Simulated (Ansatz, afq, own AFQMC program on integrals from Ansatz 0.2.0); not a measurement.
Integrals from Ansatz 0.2.0, then the random walk in our own AFQMC program (afq).

```yaml
crystal:
  periodic: [false, false, false]
  atoms:
    - {symbol: Ge, position_ang: [0.000000, -0.087762, 2.424019]}
    - {symbol: C, position_ang: [0.000000, -0.334455, -0.814599]}
    - {symbol: H, position_ang: [0.000000, 0.422217, -1.609421]}
basis:
  gaussian: {orbitals: cc-pVDZ}
magnetization: {spin_polarized: false, initial_magnetization: 3}
correlation: {method: ccsd_t, electrons: outside_noble_gas, hamiltonian_folder: ham}
```

```sh
$ ansatz run in.yaml --threads 1 --pin off --events-out ev --progress --plain --max-ram 1382MiB
```

Options of the walk:

```
--method phaseless --trial cisd --walkers 60 --populations 1 --least-time 40 --time-step 0.005 --steps-per-block 50 --equilibration-blocks 40 --max-blocks 300 --target-error 0.00072 --factor-cut 1e-05 --start spin_pure --seed 7859 --release-times 0.24,0.51,0.99,1.62,2.4 --release-step 0.03 --release-every 4 --taylor-order 6
```

Times are imaginary, in 1/Eh. The walk had a cap of 671 s. Filled inner d shells are frozen with the cores.

Log:

```
orbitals 31  electrons 6 3  factors 207 of 506
reference energy -2113.56242040 Eh
CCSD correlation -0.17109595 Eh in 26 cycles, weight of the determinant in the CISD state 0.8150
energy of the start -2113.733512 Eh
 block  time / (1/Eh)  mean weight  energy / Eh
     1     0.250  1.0011  -2113.731515
     2     0.500  0.9993  -2113.731837
     3     0.750  0.9992  -2113.733048
     4     1.000  1.0011  -2113.736154
     5     1.250  1.0006  -2113.736673
     7     1.750  0.9989  -2113.734982
     9     2.250  1.0003  -2113.733249
    11     2.750  1.0003  -2113.735823
    21     5.250  1.0007  -2113.736246
    31     7.750  1.0012  -2113.738035
    41    10.250  1.0004  -2113.737553
    51    12.750  1.0019  -2113.740330
    61    15.250  1.0005  -2113.735200
    71    17.750  1.0011  -2113.736186
    81    20.250  0.9993  -2113.735010
    91    22.750  1.0022  -2113.737940
   101    25.250  1.0006  -2113.735680
   111    27.750  1.0002  -2113.744416
   121    30.250  1.0000  -2113.733082
   131    32.750  1.0008  -2113.739326
   141    35.250  0.9997  -2113.730684
   151    37.750  0.9992  -2113.734398
   161    40.250  1.0009  -2113.739079
   171    42.750  0.9991  -2113.733750
   181    45.250  1.0003  -2113.741481
   191    47.750  1.0016  -2113.740756
   196    49.000  0.9989  -2113.742465
blocks merged  error / Eh  count
     1  0.000327  160
     2  0.000407  80
     4  0.000514  40
     8  0.000629  20
    16  0.000711  10
released: time / (1/Eh)  energy / Eh  error  mean overlap
  0.24  -2113.738284  0.000775  1.0031
  0.51  -2113.740217  0.000910  0.9938
  0.99  -2113.739567  0.000851  1.0145
  1.62  -2113.739701  0.001220  1.0165
  2.40  -2113.738038  0.001357  1.0632
energy -2113.737572 +/- 0.000629 Eh
(rows thinned)
```

The run passed its tests (sampling time, drift between the halves within three errors, error under three times the target), which doesn't prove that it has relaxed.

Against this walk (error 17.1 meV) on the same determinant: CCSD(T) 7.7 meV higher (within the noise), CCSDT(Q) 84.4 meV lower. The error is statistical and leaves out the bias of the constraint. None of these is a sure reference here. Released to 1.62 1/Eh the energy moves by -58 ± 37 meV (both errors), within twice the noise.

Cautions: constraint bias not in the error; no relativity below Rb; no spin-orbit coupling; inner d shell frozen; lower spins were not checked; higher spins were not checked; a spin-contaminated unrestricted determinant lies lower (UHF 291 meV lower, ⟨S²⟩ 4.04); the search met a lower determinant of the same kind, perhaps of another symmetry (44 meV lower), and this one is a saddle point; strong correlation (T1 0.069, weight of the determinant 0.82, largest double 0.07); the bias of populations of 60 walkers isn't removed.

The walk took 2.5 min on 1 thread of Arm Neoverse V1 (shared host). The log's last line is the phaseless energy.

CCSDT and higher add their correlation energy to the determinant of the CCSD(T) run, since their own runs factorise the integrals more tightly (a shift of under 2 meV). A walk keeps the symmetry of its determinant, which the program's search chose and which needn't be the lowest solution, so a lower state of the same spin and another symmetry isn't excluded.
